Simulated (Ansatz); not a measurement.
```yaml
crystal:
  periodic: [false, false, false]
  atoms:
    - {symbol: F, position_ang: [-2.457927, 0.162476, 0.057165]}
    - {symbol: Si, position_ang: [-0.880861, -0.273502, -0.708601]}
    - {symbol: Al, position_ang: [1.250783, 0.341488, 0.940248]}
    - {symbol: H, position_ang: [-0.949614, -1.902954, -1.073069]}
    - {symbol: H, position_ang: [-0.806348, 0.537793, -2.167721]}
    - {symbol: H, position_ang: [1.018417, 1.079597, 2.539790]}
    - {symbol: H, position_ang: [2.894205, -0.021169, 0.361003]}
basis:
  gaussian: {orbitals: "6-31G*", final_grid: {core_spheres: 1, valence_spheres: 1, degree: 5}}
magnetization: {spin_polarized: true, initial_magnetization: 2}
hamiltonian: {xc: {name: wB97M-V}}
scf: {lower_state_search: off}
output: {forces: true}
```

```sh
$ ansatz run in.yaml --threads 2 --pin off --events-out ev --progress --plain --max-ram 4352MiB
```

It prints (some lines left out):

```
Functional definition: wB97M-V
585 factors; integrals over basis functions are off by at most 8.6e-4 eV
184 factors; integrals over basis functions are off by at most 7.3e-6 eV
mean field evaluation 1: about -17245.2365 eV, gradient 2.4e1 eV
mean field evaluation 2: about -17242.7456 eV, gradient 4.0e1 eV
mean field evaluation 4: about -17247.9607 eV, gradient 9.5e-1 eV
mean field evaluation 8: about -17228.3831 eV, gradient 1.4e0 eV
mean field evaluation 16: about -17228.4415 eV, gradient 1.2e-1 eV
mean field -17229.22770887 eV, -633.1624399109 hartree, gradient 2.4e-6 eV, S^2 2.003308; 0 other end points of the search recorded, 0 dependent functions left out
reference -17229.22786909 eV, -633.1624457990 hartree; 21, 19 occupied and 40, 42 virtual orbitals, 585 factors
Total energy: -17229.22786909 eV, -633.1624457990 hartree
Atom 0 at    -2.457927     0.162476     0.057165 Å, force     5.280413    -1.503079    -2.665005 eV/Å
Atom 1 at    -0.880861    -0.273502    -0.708601 Å, force    -4.986951     0.314832     0.056403 eV/Å
Atom 2 at     1.250783     0.341488     0.940248 Å, force     1.394203     0.382424     1.024825 eV/Å
Atom 3 at    -0.949614    -1.902954    -1.073069 Å, force     0.072115     2.319584     0.745585 eV/Å
Atom 4 at    -0.806348     0.537793    -2.167721 Å, force    -0.123886    -0.981949     2.229539 eV/Å
Atom 5 at     1.018417     1.079597     2.539790 Å, force    -0.664482    -0.454179    -1.092581 eV/Å
Atom 6 at     2.894205    -0.021169     0.361003 Å, force    -0.971412    -0.077633    -0.298765 eV/Å
Dipole moment:    -0.332786    -0.264625    -0.634404 e Å
Checks for a lower state left out: stability, starts, cluster_reference, orbital_swaps, neighbouring_geometries, increment
```

In this input the integration grid is far too coarse. Self-consistency was reached. The result belongs to that input, not to the molecule as meant.
